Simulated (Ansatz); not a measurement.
Geometry optimisation, Ansatz 0.2.0, RKS revPBE-D4/6-31G*.

Input:

```yaml
crystal:
  periodic: [false, false, false]
  atoms:
    - { symbol: C, position_ang: [-2.5768, -0.4934, -1.0188] }
    - { symbol: C, position_ang: [-1.4752, -0.6296, -0.7512] }
    - { symbol: C, position_ang: [-0.1235, -0.8386, -0.4313] }
    - { symbol: C, position_ang: [0.4802, -1.1212, 0.9099] }
    - { symbol: C, position_ang: [0.709, 0.0178, 0.394] }
    - { symbol: C, position_ang: [1.3053, 1.3499, 0.4012] }
    - { symbol: H, position_ang: [-1.85969, 0.38554, -0.65246] }
    - { symbol: H, position_ang: [0.5106, -1.314, -1.2126] }
    - { symbol: H, position_ang: [0.4545, -1.8148, 1.7512] }
    - { symbol: H, position_ang: [2.0291, 1.4281, -0.3912] }
    - { symbol: H, position_ang: [0.5347, 2.1104, 0.2964] }
    - { symbol: H, position_ang: [1.8517, 1.5371, 1.3582] }
basis:
  gaussian: { orbitals: "6-31G*" }
hamiltonian:
  xc: revpbe
  dispersion: d4
relax:
  f_tol: 0.02
  max_steps: 50
output:
  orbitals: {}
```

Command:

```bash
$ ansatz run input.yaml --threads 2 --pin off --max-ram 3072MiB --backend cpu --events-out ev --progress --plain --runs-dir out
```

Q: Where does it end, and by what steps?

A: The forces met the threshold. After 22 steps the energy has fallen by 3.637 eV; H7 moved furthest, 1.75 Å. The start is strongly strained (largest force component 15 eV/Å), so its close contacts needn't be bonds. Parted: C2–H7.

| step | energy less start (eV) | largest force component (eV/Å) | accepted |
| --- | --- | --- | --- |
| 0 | 0.0000 | 15.231 | yes |
| 1 | -1.4802 | 2.060 | yes |
| 2 | -1.6616 | 0.551 | yes |
| 3 | -1.6646 | 0.874 | yes |
| 4 | -1.7055 | 0.326 | yes |
| 5 | -1.7709 | 0.625 | yes |
| 6 | -1.8295 | 1.181 | yes |
| 7 | -1.9648 | 1.942 | yes |
| 8 | -2.3099 | 2.212 | yes |
| 9 | -2.7733 | 2.217 | yes |
| 10 | -3.1001 | 1.484 | yes |
| 11 | -3.3863 | 0.850 | yes |
| 12 | -3.5140 | 1.395 | yes |
| 13 | -3.5390 | 3.110 | yes |
| 14 | -3.6211 | 0.294 | yes |
| 15 | -3.6242 | 0.468 | yes |
| 16 | -3.6239 | 0.324 | no |
| 17 | -3.6261 | 0.188 | yes |
| 18 | -3.6354 | 0.124 | yes |
| 19 | -3.6356 | 0.096 | yes |
| 20 | -3.6364 | 0.040 | yes |
| 21 | -3.6366 | 0.024 | yes |
| 22 | -3.6366 | 0.014 | yes |

```xyz
12
Properties=species:S:1:pos:R:3
C -2.466 -0.185 -1.028
C -1.316 -0.507 -0.764
C 0.057 -0.868 -0.456
C 0.498 -1.124 0.980
C 0.892 0.015 0.475
C 1.545 1.342 0.535
H -3.483 0.083 -1.245
H 0.569 -1.406 -1.272
H 0.414 -1.820 1.813
H 2.333 1.425 -0.236
H 0.803 2.134 0.326
H 1.995 1.529 1.525
```

The run took 43 s on 2 threads of Arm Neoverse V1, on a shared host, peak memory 0.14 GiB.
